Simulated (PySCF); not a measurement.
## Functional benchmark on one molecule

Molecule: `InChI=1S/C4H6O2/c5-4(6)3-1-2-3/h3H,1-2H2,(H,5,6)`.

Atoms are numbered as in `[O:1]=[C:2]([OH:3])[CH:4]1[CH2:5][CH2:6]1`. Each H is labelled by its parent atom. Ha(C5), Ha(C6) are cis to C2 on the ring; Hb(C5), Hb(C6) are trans to C2 on the ring.

Geometry PBE0-D3(BJ)/def2-SVP throughout; GIAO in PySCF 2.14.0 with density-fitted response routines, gas phase, one conformer, non-relativistic; equivalent atoms averaged; basis pcSseg-2.

Reference values (measured; solution, not stated per compound (mostly CDCl3 or CCl4); Pretsch, Buehlmann, Badertscher, Structure Determination of Organic Compounds, 4th ed. (2009)): δ(C4) = 12.7 ppm, δ(C5/C6) = 8.9 ppm, δ(H(C4)) = 1.59 ppm. Computed shifts are taken against TMS, calculated as an isolated molecule at each level.

How do the functionals HF, LDA, PBE, BLYP, BP86, OPBE, KT2, KT3, B97-D, B3LYP, PBE0, mPW1PW91, WP04, B97-2, BHandHLYP, CAM-B3LYP, wB97X-D, LC-wPBE perform against the reference? Times are CPU seconds on shared hosts with different chips, so compare them loosely; the GGAs took longer than the global hybrids here, which isn't the general rule, and the cause wasn't traced.

Answers


| functional | kind | C4 | C5/C6 | H(C4) | mean abs. error C | abs. error H | core-s |
| --- | --- | --- | --- | --- | --- | --- | --- |
| HF | Hartree–Fock | 10.5 | 5.2 | 1.38 | 2.9 | 0.21 | 16 |
| LDA | LDA | 18.5 | 12.5 | 1.64 | 4.7 | 0.05 | 35 |
| PBE | GGA | 17.2 | 12.1 | 1.55 | 3.8 | 0.04 | 43 |
| BLYP | GGA | 17.2 | 12.0 | 1.53 | 3.8 | 0.06 | 46 |
| BP86 | GGA | 17.4 | 12.3 | 1.54 | 4.0 | 0.05 | 42 |
| OPBE | GGA | 16.7 | 12.2 | 1.56 | 3.6 | 0.03 | 43 |
| KT2 | GGA | 14.3 | 10.1 | 1.48 | 1.4 | 0.11 | 48 |
| KT3 | GGA | 14.6 | 10.5 | 1.49 | 1.8 | 0.10 | 49 |
| B97-D | GGA | 16.6 | 11.8 | 1.51 | 3.4 | 0.08 | 50 |
| B3LYP | global hybrid | 16.3 | 10.6 | 1.51 | 2.7 | 0.08 | 38 |
| PBE0 | global hybrid | 16.0 | 10.3 | 1.51 | 2.4 | 0.08 | 33 |
| mPW1PW91 | global hybrid | 16.2 | 10.5 | 1.51 | 2.5 | 0.08 | 38 |
| WP04 | global hybrid | 18.5 | 12.7 | 1.55 | 4.8 | 0.04 | 36 |
| B97-2 | global hybrid | 15.8 | 10.6 | 1.50 | 2.4 | 0.09 | 36 |
| BHandHLYP | global hybrid | 14.3 | 8.4 | 1.47 | 1.1 | 0.12 | 34 |
| CAM-B3LYP | range-separated hybrid | 16.0 | 9.6 | 1.52 | 2.0 | 0.07 | 46 |
| wB97X-D | range-separated hybrid | 16.4 | 10.4 | 1.50 | 2.6 | 0.09 | 45 |
| LC-wPBE | range-separated hybrid | 16.8 | 9.9 | 1.54 | 2.6 | 0.05 | 60 |

For 13C the closest is BHandHLYP (1.1 ppm) and the furthest WP04 (4.8 ppm).

For 1H the closest is OPBE (0.03 ppm, with PBE, WP04, LDA, BP86, LC-wPBE practically level) and the furthest HF (0.21 ppm). One molecule is a small sample, and vibrational and solvent effects are absent from the calculation.
